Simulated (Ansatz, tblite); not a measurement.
**[CuF2]-: a ladder of methods and basis sets**

An exercise on one series of results from a longer session: the logs are not shown, and one member is left open.

Method: as each input shows; program: Ansatz 0.2.0, Gaussian basis.

The runs, in order: GFN1-xTB, GFN2-xTB, PBE-D4/def2-TZVPD, r2SCAN-D4/def2-TZVPD, CAM-B3LYP-D4/def2-TZVPD, PBE-QIDH/def2-TZVPD, B3LYP-D4/def2-TZVPD, BLYP-D4/def2-TZVPD, HF/def2-TZVPD, B97M-V/def2-TZVPD, BHLYP-D4/def2-TZVPD, PBE-D4/def2-SVPD, PBE0-D4/def2-SVPD, HF/6-31G, B3LYP-D4/6-31G, CCSD(T)/def2-TZVPPD, MP2/def2-TZVPD, RPA/def2-TZVPD.

### The relaxed structure

The singlet was relaxed beforehand with PBE0-D4/def2-TZVPD.

3 atoms, charge -1, spin multiplicity 1.

Bond lengths: Cu1–F2 1.805 Å, Cu1–F3 1.805 Å. Angles: F2–Cu1–F3 180.0°.

Formally the metal is d10. No spin-orbit coupling is included. The ion is computed in the gas phase, without counter-ions or solvent.

PBE0-D4/def2-TZVPD was run before; its log isn't repeated, and its numbers join the tables.

The first run:

Tight binding, by tblite at 300 K electronic temperature and without a spin-polarisation term:

```python
tblite.interface.Calculator('GFN1-xTB', numbers, positions, charge=-1, uhf=0).singlepoint()
```

Tight binding, by tblite at 300 K electronic temperature and without a spin-polarisation term:

```python
tblite.interface.Calculator('GFN2-xTB', numbers, positions, charge=-1, uhf=0).singlepoint()
```

start.molden holds the orbitals of an earlier run on this state, given as this run's starting guess.

File in.yaml:

```yaml
crystal:
  periodic: [false, false, false]
  atoms:
    - {symbol: Cu, position_ang: [0.000016, 0.000010, -0.000001]}
    - {symbol: F, position_ang: [-0.017498, -0.021634, 1.804930]}
    - {symbol: F, position_ang: [0.017482, 0.021624, -1.804930]}
basis:
  gaussian: {orbitals: def2-TZVPD, initial_orbitals: start.molden}
total_charge: -1
hamiltonian: {xc: pbe, dispersion: d4}
scf: {omitted_lower_state_checks: [starts]}
output: {forces: true, orbitals: {seedname: orbitals}}
```

Launch:

```console
ansatz run in.yaml --threads 4 --pin off --events-out ev --progress --plain --max-ram 3916MiB
```

Steps of the session up to this table: PBE-D4/def2-TZVPD; r2SCAN-D4/def2-TZVPD; CAM-B3LYP-D4/def2-TZVPD; PBE-QIDH/def2-TZVPD; B3LYP-D4/def2-TZVPD; BLYP-D4/def2-TZVPD; HF/def2-TZVPD; B97M-V/def2-TZVPD; BHLYP-D4/def2-TZVPD; PBE-D4/def2-SVPD; PBE0-D4/def2-SVPD; HF/6-31G; B3LYP-D4/6-31G; CCSD(T)/def2-TZVPPD; MP2/def2-TZVPD; RPA/def2-TZVPD.

One table of the session follows, with a row left open; its other results are not shown here.

It belongs to the step «Levels side by side». 

```
                  level  HOMO (eV)  LUMO (eV)  gap (eV)
               HF/6-31G      -3.02       7.43     10.45
          HF/def2-TZVPD      -4.83       5.54     10.37
       PBE-D4/def2-SVPD       0.67       3.60      2.93
      PBE-D4/def2-TZVPD       0.44       3.42      2.97
     BLYP-D4/def2-TZVPD       0.44       3.43      2.99
   r2SCAN-D4/def2-TZVPD       0.27       3.81      3.54
      B97M-V/def2-TZVPD       0.09       3.41      3.33
         B3LYP-D4/6-31G       0.34       5.29      4.95
    B3LYP-D4/def2-TZVPD      -0.98       3.84      4.82
      PBE0-D4/def2-SVPD      -0.92       4.30      5.23
     PBE0-D4/def2-TZVPD          ?          ?         ?
    BHLYP-D4/def2-TZVPD      -2.50       4.53      7.03
CAM-B3LYP-D4/def2-TZVPD      -2.70       4.63      7.33
```

**Question.** Estimate the row for PBE0-D4/def2-TZVPD.

**Answer.** HOMO (eV): -1.09; LUMO (eV): 4.10; gap (eV): 5.19. In the column «HOMO (eV)» it lies between BHLYP-D4/def2-TZVPD (-2.50) and B3LYP-D4/def2-TZVPD (-0.98).
